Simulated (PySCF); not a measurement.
**Beryllium: a sound run and one with changed settings**

Sound run: Be [He] 2s2, Be⁺ [He] 2s1. Computed with PySCF 2.14 in aug-cc-pVDZ, with no relativity, point nucleus. In the sound run the correlated levels freeze 1s2. The sound run starts from symmetry-adapted Hartree-Fock orbitals and uses a fine grid where one is needed.

Changed run: basis STO-3G. This setting is unsound on purpose.

```tsv
species	method	sound run (hartree)	changed run (hartree)	converged
Be	UHF	-14.57238	-14.35188	yes
Be	PBE	-14.62770	-14.40592	yes
Be	PBE0	-14.63516	-14.41519	yes
Be	MP2	-14.59815	-14.37567	yes
Be	CCSD(T)	-14.61690	-14.40333	yes
Be⁺	UHF	-14.27563	-14.09784	yes
Be⁺	PBE	-14.29548	-14.11224	yes
Be⁺	PBE0	-14.30398	-14.12265	yes
```

Ionisation energy of Be:

| method | sound run (eV) | changed run (eV) |
| --- | --- | --- |
| UHF | 8.075 | 6.913 |
| PBE | 9.040 | 7.991 |
| PBE0 | 9.012 | 7.961 |
| MP2 | 8.776 | 7.560 |
| SCS-MP2 | 8.916 | 7.690 |
| CCSD | 9.286 | 8.313 |
| CCSD(T) | 9.286 | 8.313 |
| CCSDT | 9.286 | 8.313 |
| FCI | 9.286 | 8.313 |

A minimal basis cannot let orbitals breathe on ionisation and holds almost no correlation.

For comparison, NIST gives 9.323 eV between the lowest levels.
